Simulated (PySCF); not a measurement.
Consider formamide, `NC=O` (CH3NO). Non-hydrogen atoms are numbered in `[NH2:1][CH:2]=[O:3]`.

Level of theory: ωB97X-D3(BJ)/def2-TZVP single points in PySCF, grid level 2; every species was optimised with PBE0-D3(BJ)/def2-SVP. ωB97X-D3(BJ) is ωB97X-V with D3(BJ) in place of VV10. Thermal corrections: PBE0-D3(BJ)/def2-SVP frequencies, unscaled, ideal gas at 298.15 K and 1 bar, quasi-RRHO entropy.

Q: Rank these of its sites by proton affinity, highest first.
A. O3 (amide oxygen)
B. N1 (amide nitrogen)

A: A (830 kJ/mol), B (766 kJ/mol).

Q: For N1 (amide nitrogen), what are ΔE (electronic) and ΔG(298 K) of removing the proton again?

A: ΔE = 794 and ΔG = 736 kJ/mol, beside ΔH = 766 kJ/mol. The protonated species is `[NH3+]C=O`.

Q: Of those listed, which site of protonation is favoured in methanol (IEF-PCM), and by how much?

A: O3 (amide oxygen), by 30 kJ/mol over N1 (amide nitrogen); the gas phase favours the same one.
